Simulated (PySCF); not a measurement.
# H₃NS: from structure and modes to constants

Level of theory: PBE0 in PySCF with N def2-TZVP, S def2-TZVP, H def2-TZVP; no relativity; density-fitted integrals.

The singlet minimum has C3v symmetry. Masses (u): N 14.00307, S 31.97207, H 1.00782.

```xyz
5
charge 0 multiplicity 1, angstrom
N     0.0003    1.0795    0.4340
S    -0.0002   -0.6063   -0.2437
H     0.0005    1.7667   -0.3152
H     0.8244    1.2342    1.0089
H    -0.8235    1.2346    1.0090
```

Harmonic wavenumbers (cm⁻¹): 643.5 (a1, ×1), 853.7 (e, ×2), 1336.3 (a1, ×1), 1650.7 (e, ×2), 3451.3 (a1, ×1), 3543.3 (e, ×2).

Q: Find the principal moments of inertia and the rotational constants. What kind of rotor is it?

A: About the centre of mass I = 2.7368, 40.977, 40.977 u Å². With B = 16.8576/I this gives 6.16, 0.4114, 0.4114 cm⁻¹. The molecule is a prolate symmetric top.

Q: What is the harmonic zero-point energy?

A: Half the sum of all 9 wavenumbers, 17526/2 = 8763 cm⁻¹, which is 104.8 kJ/mol (1 cm⁻¹ = 0.0119627 kJ/mol).

Q: Find the vibrational entropy and heat capacity at 298.15 K.

A: With u = 1.43878 ω/T, each mode gives S = R[u/(eᵘ−1) − ln(1−e⁻ᵘ)] and C = R u² eᵘ/(eᵘ−1)².
| ω (cm⁻¹) | u | S (J/(mol K)) | C (J/(mol K)) |
| --- | --- | --- | --- |
| 643.5 | 3.105 | 1.59 | 3.94 |
| 853.7 (×2) | 4.120 | 0.70 | 2.37 |
| 1336.3 | 6.448 | 0.10 | 0.55 |
| 1650.7 (×2) | 7.966 | 0.03 | 0.18 |
| 3451.3 | 16.655 | 0.00 | 0.00 |
| 3543.3 (×2) | 17.099 | 0.00 | 0.00 |
The sums over all modes are S = 3.1 and C = 9.6 J/(mol K); the softest mode gives 51 % of the entropy (each member, where degenerate).

Q: Give the standard entropy (298.15 K, 1 bar) by its translational, rotational, vibrational and spin parts, and Cp.

A: Sackur–Tetrode with M = 49.00 u gives 157.4; rotation with symmetry number 3 gives 74.4; vibration 3.1; spin R ln 1 = 0.0. The total is 235.0 J/(mol K), and Cp = 4 R + 9.6 = 42.9 J/(mol K).

Only a few start shapes were tried, so a lower isomer may exist.
